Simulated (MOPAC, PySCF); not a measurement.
C2H7N, SMILES `CNC`, neutral singlet in the gas phase. 

Z-matrix (Å, degrees):
```
N
H 1 1.0113
C 1 1.4446 2 109.82
H 3 1.0918 1 109.99 2 53.97
H 3 1.0940 4 107.56 1 -119.10
H 3 1.1038 4 108.32 5 -115.73
C 1 1.4446 2 109.82 3 -124.50
H 7 1.0918 1 109.99 2 -53.97
H 7 1.0940 8 107.56 1 119.10
H 7 1.1038 8 108.32 9 115.73
```
Charge 0, multiplicity 1.

All levels are single points at this geometry (PBE0-D3(BJ)/def2-TZVP); Pople sets use spherical d functions. Orbital energies aren't observables, and empty levels follow the basis.

HF/3-21G in PySCF gives dipole (D) = 1.29.

Task: Estimate the dipole (D) from each of these levels: PBE0-D3(BJ)/def2-TZVP in PySCF; ωB97X-D3(BJ)/def2-TZVP in PySCF; B3LYP/6-311+G** in PySCF; BP86/6-31G* in PySCF; M06-2X/6-31G* in PySCF; AM1 in MOPAC; PM6 in MOPAC; PM7 in MOPAC.

Result: 
| level | dipole (D) |
|---|---|
| PBE0-D3(BJ)/def2-TZVP in PySCF | 0.96 |
| ωB97X-D3(BJ)/def2-TZVP in PySCF | 0.99 |
| B3LYP/6-311+G** in PySCF | 1.05 |
| BP86/6-31G* in PySCF | 0.95 |
| M06-2X/6-31G* in PySCF | 1.04 |
| AM1 in MOPAC | 1.33 |
| PM6 in MOPAC | 1.76 |
| PM7 in MOPAC | 1.87 |
